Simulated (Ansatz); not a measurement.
Results of LDA in Ansatz (PAW) for fluorite SrCl2.

Numerical settings: plane-wave cutoff 520 eV, 8×8×8 k mesh, Fermi–Dirac smearing 0.01 eV, scalar-relativistic PAW data made under PBE.

Response to compression and expansion:

```
V (Å³/atom)  P (GPa)  direct gap at Γ (eV)  smallest gap on the k mesh (eV)
-----------  -------  --------------------  -------------------------------
24.622          3.16                 5.821                            5.037
25.146          1.99                 5.729                            5.060
25.670          0.95                 5.639                            5.082
26.194          0.02                 5.552                            5.100
26.718         -0.82                 5.467                            5.099
27.242         -1.57                 5.384                            5.024
27.766         -2.24                 5.304                            4.952
```

The fundamental gap (5.10 eV at the equilibrium volume, with added k points) lies elsewhere than Γ–Γ.

Measured, for comparison: band gap 7.5 eV (temperature not stated, not corrected to a static lattice; as tabulated in Aguado et al. (1999), arXiv:cond-mat/9901145).

Spin–orbit coupling is not included.

Ansatz is an electronic-structure program.
